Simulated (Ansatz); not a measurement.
**CH2, singlet: the ladder up to full CI**

Geometry: a PBE0/def2-TZVP stationary point for this spin, not checked as a minimum.

```xyz
3

C     0.0000   -0.1011    0.0000
H     0.0000    0.6021   -0.8621
H     0.0000    0.6021    0.8621
```

Basis cc-pVDZ; Ansatz 0.2.0. Correlated methods freeze the noble-gas cores, which leaves 6 electrons in 23 orbitals. Prefix R: restricted or restricted open-shell reference; prefix U: unrestricted. Active spaces: pair = (2e, 2o) about the gap; valence = (6e, 6o) chosen from the atoms' valence shells.

Full CI is exact within this basis and frozen core; it isn't the basis-set limit. The frozen core follows each run's orbitals, which can shift R against U totals by a few meV.

The UHF ⟨S²⟩ is 0.710, the T1 diagnostic (RCCSD) is 0.0088 and the largest doubles amplitude (RCCSD) is 0.138.

```
   level  E − E(RHF) (eV)
    RMP2          -3.0015
   RCCSD          -3.7644
RCCSD(T)          -3.8434
```

(1) Estimate how far full CI in cc-pVDZ lies from RCCSD(T). The table doesn't fix it; the size of (T) and the diagnostics are the guide.

(1) Full CI in cc-pVDZ lies 2.4 kJ/mol below RCCSD(T), which is 31 % of the (T) step (-7.6 kJ/mol). A doubles amplitude is large, RHF is unstable towards spin polarisation, and the rest is a large part of (T).

The other levels:

| level | E − E(full CI) (kJ/mol) | share of correlation (%) | wall time |
| --- | --- | --- | --- |
| CISD | 24.0 | 93.56 | 0.54 s |
| BCCD(T) | 2.4 | 99.36 | 0.42 s |
| RCCSDT | 0.5 | 99.87 | – |
| RCCSDT(Q) | 0.1 | 99.98 | 0.81 s |
| RCCSDTQ | 0.0 | 100.00 | 4.2 s |
| CASSCF (pair space) | 317.1 | 15.04 | – |
| NEVPT2 (pair space) | 70.8 | 81.03 | 0.36 s |
| MRCISD (pair space) | 13.9 | 96.29 | – |
| MRCISD+Q (pair space) | -1.7 | 100.45 | 0.6 s |
| CASSCF (valence space) | 216.3 | 42.03 | – |
| NEVPT2 (valence space) | 55.1 | 85.24 | 0.42 s |
| MRCISD (valence space) | 7.0 | 98.11 | – |
| MRCISD+Q (valence space) | 0.2 | 99.96 | 0.69 s |
| MRCISD+Q(relaxed) (valence space) | -2.1 | 100.57 | 0.84 s |

The correlation energy at full CI, counted from RHF, is -3.868 eV. That run took 3 s on 1 thread of Arm Neoverse V2, shared host over 786,897 determinants.

Run but not shown, since their state or frozen core can't be matched to the reference's or they repeat it: UHF, UMP2, UCCSD, UCCSD(T), UCCSDT, UCCSDT(Q).

Times hold each run's SCF and search for its determinant on a shared host, so for small cases they say little of a method's own cost; they ran on 1 thread of Arm Neoverse V2.

Not variational, and here over 5 meV under the exact energy: MRCISD+Q (pair space), MRCISD+Q(relaxed) (valence space).

The full-CI state has the irrep A1 of C2v, in the program's axes.

Natural occupations of full CI about the gap: 1.965 1.956 1.889 0.087 0.029 0.022 0.012 0.008 0.007 0.006; effectively unpaired electrons, Σ n²(2−n)², 0.09.
